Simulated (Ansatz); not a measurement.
Seven cases of atomisation energy with Al to Br (electronic energies, kcal/mol); geometries: B3LYP-D3(BJ)/def2-TZVP. The cases were drawn at random from those of this class that have a high level and all functionals, leaving out states under which another spin lies or may lie. Left out are anions, K, Ca, elements past Kr, ionisation of Li, Na and Mg, pi-pi* triplets of linear molecules and other triplets made from a closed-shell parent. Runs that doubt their state, and full CI more than 15 mEh from coupled cluster, are set aside; a case stays where another high level and all functionals remain. AFQMC serves as high level only in triple zeta or larger, with a steady walk, a bar under 0.8 kcal/mol and agreement with other high levels or trials where they ran; where none ran, an unstable determinant or (outside 3d species) a high T1 diagnostic also bars it, so strongly correlated cases are thinned. No case was kept or dropped by the size of a functional's miss. High levels with a bar over 0.5 kcal/mol are left out too, and the seventh case lies inside the range of the six. Affinities count positive where energy is released, gaps as the second state minus the first. r2SCAN is by Ansatz (a first-principles code) in def2-TZVPD. High levels (Ansatz): P = CCSD(T)/CBS(cc-pV(Q+d)Z,cc-pV(5+d)Z) + [CCSDT(Q) - CCSD(T)]/cc-pV(5+d)Z + [CCSDTQ - CCSDT(Q)]/cc-pV(D+d)Z + core + X2C; Q = CCSD(T)/CBS(cc-pV(Q+d)Z,cc-pV(5+d)Z) + [CCSDT(Q) - CCSD(T)]/cc-pV(Q+d)Z + [CCSDTQ - CCSDT(Q)]/cc-pV(D+d)Z + core + X2C; R = CCSD(T)/CBS(cc-pV(Q+d)Z,cc-pV(5+d)Z) + [CCSDT(Q) - CCSD(T)]/cc-pV(T+d)Z + [CCSDTQ - CCSDT(Q)]/cc-pV(D+d)Z + core + X2C; S = CCSD(T)/CBS(def2-TZVPP,def2-QZVPP) + [CCSDT(Q) - CCSD(T)]/def2-QZVPP + [FCI - CCSDT(Q)]/def2-SVP; T = CCSD(T)/CBS(def2-TZVPP,def2-QZVPP) + [CCSDT(Q) - CCSD(T)]/def2-SVP. Radicals and triplets start from unrestricted determinants; spin-orbit coupling is neglected. Cores are frozen in correlated methods (noble-gas shells, and filled d and f shells in the p block). Rows without X2C or -DK are non-relativistic. CBS(X,Y): correlation extrapolated as X^-3, Hartree-Fock from the larger set (Q,5: extrapolated as (X+1)exp(-9√X)). A bracket is a step between two methods taken in the basis named. The functionals are non-relativistic, so their misses hold any scalar relativity. '+ core + X2C': CCSD(T) terms for core correlation (cc-pwCVTZ, 1s frozen past Ne) and scalar relativity (cc-pVTZ-DK). Full CI freezes restricted core orbitals, also for open shells; the composite that ends in it estimates full CI at the basis-set limit. For partners of very few electrons the exact lower level stands in for a higher one. Spin-orbit terms, left out, reach several kcal/mol for Br and I, and more for heavier atoms. The restricted determinant of P2 (P#P, singlet) is unstable towards broken spin symmetry in at least one set run. The restricted determinant of NP (N#P, singlet) is unstable towards broken spin symmetry in at least one set run.

| case | r2SCAN | level | high level |
|---|---|---|---|
| P2 (phosphanylidynephosphane, SMILES P#P) | 113.1 | P | 117.1 |
| PN (SMILES N#P) | 138.3 | P | 146.5 |
| H2S2 (SMILES SS) | 242.8 | R | 243.0 |
| PO (SMILES [P]=O, doublet) | 142.1 | Q | 143.3 |
| SiBr4 (tetrabromosilane, SMILES Br[Si](Br)(Br)Br) | 333.8 | T | 328.6 |
| NaF (SMILES [Na][F]) | 111.8 | S | 115.5 |
| CBr3Cl (SMILES ClC(Br)(Br)Br) | 282.4 | T | withheld |

Task: Fit a straight line from r2SCAN to the high level over the first six rows by least squares, predict the seventh, and compare with the calculation.

Result: Means: r2SCAN 180.32, high level 182.33. Sxx = 39899.8, Sxy = 38201.4, slope 0.9574, intercept +9.70 kcal/mol; residual standard deviation 2.7 kcal/mol. Seventh row: 0.9574·(282.4) +9.70 = 280.1 kcal/mol. The calculation gave 276.3 kcal/mol: the line differs from it by +3.8, r2SCAN itself by +6.1.
